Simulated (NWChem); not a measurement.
The numbers come from NWChem runs, not from measurements. System: methyl formate (C₂H₄O₂), charge 0, spin multiplicity 1, at a geometry optimised with PBE/def2-SVP. Level: MP2/def2-TZVP, 4 core orbitals frozen.

Output (cleaned and shortened):

```
             Northwest Computational Chemistry Package (NWChem) 7.3.0
             --------------------------------------------------------

                                NWChem Input Module
                                -------------------

 Scaling coordinates for geometry "geometry" by  1.889725989
 (inverse scale =  0.529177249)

                             Geometry "geometry" -> ""
                             -------------------------

 Output coordinates in angstroms (scale by  1.889725989 to convert to a.u.)

  No.       Tag          Charge          X              Y              Z
 ---- ---------------- ---------- -------------- -------------- --------------
    1 C                    6.0000    -1.38810500    -0.30659400     0.10414800
    2 O                    8.0000    -0.06117400    -0.83512500     0.25932400
    3 C                    6.0000     0.93946000     0.02648400    -0.01426500
    4 O                    8.0000     0.80672900     1.17558500    -0.36981200
    5 H                    1.0000    -1.56645500     0.01012900    -0.94336800
    6 H                    1.0000    -2.07799700    -1.12305200     0.38125200
    7 H                    1.0000    -1.54312300     0.57132200     0.76321800
    8 H                    1.0000     1.91500500    -0.50141400     0.14350100

 Effective nuclear repulsion energy (a.u.)     121.4689026099

            Nuclear Dipole moment (a.u.)
            ----------------------------
        X                 Y               Z
 ---------------- ---------------- ----------------
     0.0000000000     0.0000094486    -0.0000056692


 Summary of "ao basis" -> "" (spherical)
 ------------------------------------------------------------------------------
       Tag                 Description            Shells   Functions and Types
 ---------------- ------------------------------  ------  ---------------------
 *                         def2-tzvp                  on all atoms

 Summary of "ao basis" -> "ao basis" (spherical)
 ------------------------------------------------------------------------------
       Tag                 Description            Shells   Functions and Types
 ---------------- ------------------------------  ------  ---------------------
 C                         def2-tzvp                11       31   5s3p2d1f
 O                         def2-tzvp                11       31   5s3p2d1f
 H                         def2-tzvp                 4        6   3s1p

                                 NWChem SCF Module
                                 -----------------

  ao basis        = "ao basis"
  functions       =   148
  atoms           =     8
  closed shells   =    16
  open shells     =     0
  charge          =   0.00
  wavefunction    = RHF
  use symmetry    = F
  symmetry adapt  = F

 Summary of "ao basis" -> "ao basis" (spherical)
 ------------------------------------------------------------------------------
       Tag                 Description            Shells   Functions and Types
 ---------------- ------------------------------  ------  ---------------------
 C                         def2-tzvp                11       31   5s3p2d1f
 O                         def2-tzvp                11       31   5s3p2d1f
 H                         def2-tzvp                 4        6   3s1p

 Forming initial guess at       0.1s

      Superposition of Atomic Density Guess
      -------------------------------------

 Sum of atomic energies:        -226.91050770

      Non-variational initial energy
      ------------------------------

 Total energy =    -228.680486
 1-e energy   =    -549.928588
 2-e energy   =     199.779199
 HOMO         =      -0.395632
 LUMO         =       0.019579

 Starting SCF solution at       2.2s

 ----------------------------------------------
         Quadratically convergent ROHF

 Convergence threshold     :          1.000E-07
 Maximum no. of iterations :          100
 Final Fock-matrix accuracy:          1.000E-09
 ----------------------------------------------

              iter       energy          gnorm     gmax       time
             ----- ------------------- --------- --------- --------
                 1     -227.7771130872  1.35D+00  2.73D-01      3.1
[...]
   105      0.250702  4 O  px               144     -0.152481  8 H  s

 Vector   17  Occ=0.000000D+00  E= 1.515430D-01
              MO Center= -1.6D+00,  9.0D-03, -1.6D-01, r^2= 6.1D+00
   Bfn.  Coefficient  Atom+Function         Bfn.  Coefficient  Atom+Function
  ----- ------------  ---------------      ----- ------------  ---------------
     5      5.017517  1 C  s                127     -2.267968  5 H  s
   139     -2.119550  7 H  s                133     -1.485682  6 H  s
    67     -1.251102  3 C  s                 98      0.621108  4 O  s
    13      0.604719  1 C  py                 4     -0.404249  1 C  s
    74      0.387164  3 C  px                43      0.299700  2 O  px

 Vector   18  Occ=0.000000D+00  E= 1.526874D-01
              MO Center=  8.1D-01,  1.5D-01,  9.5D-02, r^2= 3.0D+00
   Bfn.  Coefficient  Atom+Function         Bfn.  Coefficient  Atom+Function
  ----- ------------  ---------------      ----- ------------  ---------------
     5      0.975291  1 C  s                 76     -0.816015  3 C  pz
   139     -0.725259  7 H  s                107      0.495237  4 O  pz
   133     -0.308857  6 H  s                 75     -0.276588  3 C  py
    45      0.268364  2 O  pz                70     -0.268352  3 C  pz
    73     -0.254334  3 C  pz                67     -0.243540  3 C  s

 Vector   19  Occ=0.000000D+00  E= 1.794570D-01
              MO Center=  2.4D+00, -8.5D-01,  2.5D-01, r^2= 3.0D+00
   Bfn.  Coefficient  Atom+Function         Bfn.  Coefficient  Atom+Function
  ----- ------------  ---------------      ----- ------------  ---------------
   145      3.672547  8 H  s                 67     -1.939224  3 C  s
    74     -1.573608  3 C  px                75      0.834222  3 C  py
   144     -0.566054  8 H  s                 12     -0.468098  1 C  px
    98     -0.321152  4 O  s                 36      0.300569  2 O  s
     5     -0.280807  1 C  s                105      0.281158  4 O  px

------------------------------------------------------------
EAF file 0: "./mol.aoints.0" size=524288 bytes
------------------------------------------------------------
               write      read    awrite     aread      wait
               -----      ----    ------     -----      ----
     calls:        1        25         0         0         0
   data(b): 5.24e+05  1.31e+07  0.00e+00  0.00e+00
   time(s): 0.00e+00  0.00e+00  0.00e+00  0.00e+00  0.00e+00
rate(mb/s): 0.00e+00  0.00e+00
------------------------------------------------------------

 center of mass
 --------------
 x =   0.10210902 y =   0.03252744 z =  -0.01074719

 moments of inertia (a.u.)
 ------------------
         147.404774612732         -77.905846838838          25.432966781304
         -77.905846838838         221.309478443181          38.830819314438
          25.432966781304          38.830819314438         332.682268464516

  Mulliken analysis of the total density
  --------------------------------------

    Atom       Charge   Shell Charges
 -----------   ------   -------------------------------------------------------
    1 C    6     6.11   0.85  1.12  0.48  0.67  0.08  1.19  1.30  0.29  0.03  0.08  0.01
    2 O    8     8.36   0.79  1.18  0.56  0.97  0.27  1.85  2.08  0.63  0.00  0.04  0.00
    3 C    6     5.57   0.86  1.12  0.53  0.52  0.06  1.12  0.94  0.15  0.06  0.18  0.02
    4 O    8     8.46   0.79  1.18  0.58  0.94  0.35  1.83  1.95  0.80  0.00  0.03  0.00
    5 H    1     0.87   0.26  0.48  0.11  0.02
    6 H    1     0.87   0.26  0.49  0.09  0.02
    7 H    1     0.87   0.26  0.48  0.11  0.02
    8 H    1     0.88   0.26  0.49  0.11  0.02

       Multipole analysis of the density wrt the origin
       ------------------------------------------------

     L   x y z        total         open         nuclear
     -   - - -        -----         ----         -------
     0   0 0 0     -0.000000      0.000000     32.000000

     1   1 0 0     -0.353445      0.000000      0.000000
     1   0 1 0     -0.684737      0.000000      0.000009
     1   0 0 1      0.215355      0.000000     -0.000006

     2   2 0 0    -14.217974      0.000000    124.677570
     2   1 1 0     -1.626583      0.000000     39.904948
     2   1 0 1      0.483237      0.000000    -13.137464
     2   0 2 0    -21.048521      0.000000     68.003248
     2   0 1 1      1.210039      0.000000    -19.562262
     2   0 0 2    -17.560450      0.000000     11.915824

                   NWChem MP2 Semi-direct Energy/Gradient Module
                   ---------------------------------------------

  Basis functions       =    148
  Molecular orbitals    =    148
  Frozen core           =      4
  Frozen virtuals       =      0
  Active alpha occupied =     12
  Active beta occupied  =     12
  Active alpha virtual  =    132
  Active beta virtual   =    132
  Use MO symmetry       = F
  Use skeleton AO sym   = F

  AO/Fock/Back tols     =   1.0D-09  1.0D-09  1.0D-09

 GA uses MA = F    GA memory limited = T

 Available:
  local mem=  1.26D+08
 global mem=  1.44D+08
 local disk=  0.00D+00
  mp2_memr nvloc                   132
  nvloc new                   132
   1 passes of  12:        5242880                     123852                  58589738.
   1 passes of  12: M    126151329           G      144135392           F     120908449.

 Semi-direct pass number   1 of   1  for RHF alpha+beta  at       21.8s
  vrange nnbf                 10872
  mp2_eaftype                   223  avail_ma_in_mb                  1099
 EAF : mp2_eaftype filesize         223   29294869.
  mp2_eaf for mointskh                    223
Node 0 wrote    137.8 Mb in      0.0 s     Agg I/O rate:  5629.1 Mb/s
 Done moints_semi at       27.5s
  mp2_eaftype                   223  avail_ma_in_mb                   876
 EAF : mp2_eaftype filesize         223   29294869.
  mp2_eaf for kh                   223
 Done maket at       27.8s
 Done multipass loop at       27.8s

          -------------------------------------------
          SCF energy                -227.881005324678
          Correlation energy          -0.788621721102
          Singlet pairs               -0.493701822526
          Triplet pairs               -0.294919898576
          Total MP2 energy          -228.669627045780
          -------------------------------------------

          ---------------------------------------------------
                    Spin Component Scaled (SCS) MP2
          Same spin pairs                     -0.196613265717
          Same spin scaling factor             0.333333333333
          Opposite spin pairs                 -0.592008455384
          Opposite spin scaling fact.          1.200000000000
          SCS-MP2 correlation energy          -0.775947901700
          Total SCS-MP2 energy              -228.656953226379
          ---------------------------------------------------

 -----------------------
 Performance information
 -----------------------

 Timer overhead =  1.59D-07 seconds/call

               Nr. of calls         CPU time (s)                 Wall time (s)                GFlops
             ---------------    -------------------     ------------------------------   -------------------
Name         Min   Avg   Max    Min     Avg     Max     Min     Avg     Max   Mx/calls   Min     Max     Sum
mp2: moin     1     1     1    5.6     5.6     5.6      5.6     5.6     5.6     5.6      0.0     0.0     0.0
mp2: make     1     1     1   0.35    0.35    0.35     0.35    0.35    0.35    0.35      0.0     0.0     0.0
mp2: tota     1     1     1    6.0     6.0     6.0      6.0     6.0     6.0     6.0      0.0     0.0     0.0

 The average no. of pstat calls per process was 3.00D+00
 with a timing overhead of 4.76D-07s

 Task  times  cpu:       27.8s     wall:       27.8s

 Total times  cpu:       27.8s     wall:       27.8s
```

Question: Write an NWChem input that would produce this output.

Answer: Several could match; the one computed here: 
```
start mol
memory heap 200 mb stack 900 mb global 1100 mb
geometry units angstroms nocenter noautoz noautosym
  C     -1.388105    -0.306594     0.104148
  O     -0.061174    -0.835125     0.259324
  C      0.939460     0.026484    -0.014265
  O      0.806729     1.175585    -0.369812
  H     -1.566455     0.010129    -0.943368
  H     -2.077997    -1.123052     0.381252
  H     -1.543123     0.571322     0.763218
  H      1.915005    -0.501414     0.143501
end
basis spherical
  * library def2-tzvp
end
scf
  rhf
  nopen 0
  maxiter 100
  thresh 1e-7
  semidirect memsize 60000000 filesize 0
end
mp2
  freeze core 4
end
task mp2 energy
```
